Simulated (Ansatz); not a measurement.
**Worked example: correlation energy of SiH4⁺, doublet**

All five atoms lie in one plane.

Geometry: that of the SiH4, triplet, kept fixed.

```yaml
atoms:
  - { symbol: Si, position_ang: [0.0000, 0.0000, 0.0000] }
  - { symbol: H, position_ang: [-0.0115, 1.0851, 1.0776] }
  - { symbol: H, position_ang: [-0.0165, -1.0776, 1.0850] }
  - { symbol: H, position_ang: [0.0165, 1.0776, -1.0850] }
  - { symbol: H, position_ang: [0.0115, -1.0851, -1.0776] }
```

Basis cc-pVTZ; Ansatz 0.2.0. Correlated methods freeze the noble-gas cores, which leaves 7 electrons in 85 orbitals. R marks a restricted (for open shells ROHF) determinant, U an unrestricted one.

Full CI isn't at hand for all of this; UCCSDT(Q) serves as the reference, and is uncertain by about the last step of the cluster series.

Runs differ by some tens of microhartree through their thresholds and, for an open shell, their frozen cores, so steps under 0.03 kcal/mol mean nothing.

```csv
level,total energy (hartree)
UHF,-290.809653
UMP2,-290.930482
UCCSD,-290.961233
UCCSD(T),-290.965191
UCCSDT,-290.966162
UCCSDT(Q),-290.966266
```

What is the correlation energy at UCCSDT(Q), and what share of it do UMP2 and UCCSDT recover?

E(corr) = -290.966266 − (-290.809653) = -0.156613 hartree = -4.262 eV. UMP2: -0.120829 / -0.156613 = 77.15 %. UCCSDT: -0.156509 / -0.156613 = 99.93 %.

By how many kcal/mol does UCCSD(T) miss UCCSDT(Q) (1 hartree = 627.509 kcal/mol), and which steps make up the rest?

-290.965191 − (-290.966266) = 0.001075 hartree = 0.67 kcal/mol. Steps: UCCSDT − UCCSD(T) = -0.61, UCCSDT(Q) − UCCSDT = -0.07 kcal/mol. That is within 1 kcal/mol of the reference in this basis, which itself misses far more of the correlation at the basis-set limit.
